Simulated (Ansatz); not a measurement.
**Si₂H₆O: basis-set convergence**

How large a basis does Si₂H₆O need? Two functionals are run in growing sets.

Program: Ansatz 0.2.0, Gaussian basis. Level of theory: one geometry, several basis sets. These are calculated values, not measurements.

Levels to be run: PBE0-D4/def2-SVP; ωB97M-V/def2-SVP; PBE0-D4/def2-QZVPP; ωB97M-V/def2-QZVPP; the functionals' def2-TZVPP values are taken from earlier runs.

### 1 The geometry

An earlier PBE0-D4 in a triple-zeta def2 set relaxation fixed the geometry.

SMILES `O[SiH2][SiH3]`, 9 atoms, charge 0, spin multiplicity 1.

Atoms are counted from 1 here; the program's logs count them from 0.

Bond lengths: O1–Si2 1.654 Å, O1–H4 0.958 Å, Si2–Si3 2.348 Å, Si2–H5 1.493 Å, Si2–H6 1.484 Å, Si3–H7 1.489 Å, Si3–H8 1.491 Å, Si3–H9 1.488 Å. Angles: Si2–O1–H4 117.6°, O1–Si2–Si3 112.4°, O1–Si2–H5 111.3°, O1–Si2–H6 105.5°, Si3–Si2–H5 108.5°, Si3–Si2–H6 110.6°, H5–Si2–H6 108.5°, Si2–Si3–H7 110.0°, Si2–Si3–H8 110.1°, Si2–Si3–H9 111.4°, H7–Si3–H8 108.3°, H7–Si3–H9 108.8°, H8–Si3–H9 108.2°.

### 2 PBE0-D4 in def2-SVP

Contents of in.yaml:

```yaml
crystal:
  periodic: [false, false, false]
  atoms:
    - {symbol: O, position_ang: [-1.609011, 1.039912, -0.762026]}
    - {symbol: Si, position_ang: [0.004768, 0.933111, -0.415901]}
    - {symbol: Si, position_ang: [0.544166, -1.038426, 0.738615]}
    - {symbol: H, position_ang: [-1.996565, 0.341446, -1.290755]}
    - {symbol: H, position_ang: [0.830649, 0.994491, -1.657769]}
    - {symbol: H, position_ang: [0.311408, 2.125165, 0.412986]}
    - {symbol: H, position_ang: [2.012905, -1.104762, 0.974460]}
    - {symbol: H, position_ang: [0.146239, -2.228223, -0.066242]}
    - {symbol: H, position_ang: [-0.155958, -1.109114, 2.049534]}
basis:
  gaussian: {orbitals: def2-SVP}
hamiltonian: {xc: pbe0, dispersion: d4}
output: {orbitals: {seedname: orbitals}}
```

Further steps of the session: ωB97M-V in def2-SVP; PBE0-D4 in def2-QZVPP; ωB97M-V in def2-QZVPP.

**Question.** What will the summary of the whole plan be? Wanted: PBE0-D4: double and triple zeta above quadruple; ωB97M-V: double and triple zeta above quadruple.

**Answer**, as computed:

```
                                       quantity          value
PBE0-D4: double and triple zeta above quadruple  9.03, 0.67 eV
ωB97M-V: double and triple zeta above quadruple  9.12, 0.63 eV
```

PBE0-D4 gains 8.36 eV from double to triple zeta, then 0.67 eV more. Total energies overstate the basis error of differences, where much of it tends to cancel. The LUMO of ωB97M-V is positive and keeps falling with the basis (1.76 to 0.94 eV): an unbound level that the basis holds in place.
